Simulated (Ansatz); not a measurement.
Run this with Ansatz 0.2.0, Python API and show what comes out.

The script, `methods.py`:
```python
# -*- coding: utf-8 -*-
"""CH4F2N2 at several levels of theory."""

from pathlib import Path

import ansatz as az
import numpy as np

system = (
    az.Crystal.molecule()
    .atom("N", (-0.5532, 0.9313, -0.4284))
    .atom("C", (0.2842, -0.0983, -0.2062))
    .atom("N", (-0.2069, -0.7574, 0.939))
    .atom("F", (0.3626, -0.9149, -1.2608))
    .atom("F", (1.5344, 0.3515, -0.0216))
    .atom("H", (-1.499, 0.5425, -0.5938))
    .atom("H", (-0.2988, 1.3605, -1.3344))
    .atom("H", (-0.0825, -0.0374, 1.6749))
    .atom("H", (0.5477, -1.4241, 1.2142))
)

calc = system.calculation().basis(gaussian="def2-SVP")

print("functional    E (Ha)        dipole (D)   HOMO (eV)  LUMO (eV)")
for name in ["revpbe", "hse06", "lc_wpbe", "r2scan"]:
    summary = calc.functional(name).forces().orbitals().run(runs_dir="runs").report
    lines = Path(summary["orbitals_path"]).read_text().splitlines()
    field_of = lambda key: [line.split("=")[1].strip() for line in lines if line.startswith(key)]
    orbitals = [(27.211386 * float(e), s, float(n)) for e, s, n in zip(field_of("Ene="), field_of("Spin="), field_of("Occup="))]
    homo = max(e for e, _, n in orbitals if n > 0.5)
    lumo = min(e for e, _, n in orbitals if n < 0.5)
    dipole = 4.803205 * np.linalg.norm(summary["charge_distribution"]["dipole_moment_e_ang"])
    print(f"{name:10s} {summary['free_energy_ev'] / 27.211386246:14.6f} {dipole:9.3f} {homo:11.3f} {lumo:10.3f}")
```

```console
$ python methods.py
functional    E (Ha)        dipole (D)   HOMO (eV)  LUMO (eV)
revpbe        -349.326761     0.686      -6.261      0.906
hse06         -349.075544     0.767      -7.668      1.386
lc_wpbe       -349.258627     0.733     -11.010      4.107
r2scan        -349.277524     0.760      -6.779      1.652
```

Total energies depend on the basis set; only differences at equal settings carry meaning. The geometry is a force-field or estimated start, not a minimum of this method, and the basis set is short of its limit. A lower total doesn't mark the better method: functionals have no common bound, and MP2 and coupled cluster aren't variational. Levels such as HOMO and LUMO are orbital energies: with these approximate functionals they aren't the ionisation energy and electron affinity, and their gap isn't the fundamental gap. hse06 follows the composition of plane-wave codes, whose totals differ by tens of mHa, up to about 0.1 Ha, from the form usual in Gaussian-basis programs (wpbeh). Wall time of the script: 7.3 s on 1 thread of Intel(R) Xeon(R) 6975P-C (Granite Rapids) (shared host), peak memory 0.25 GiB.
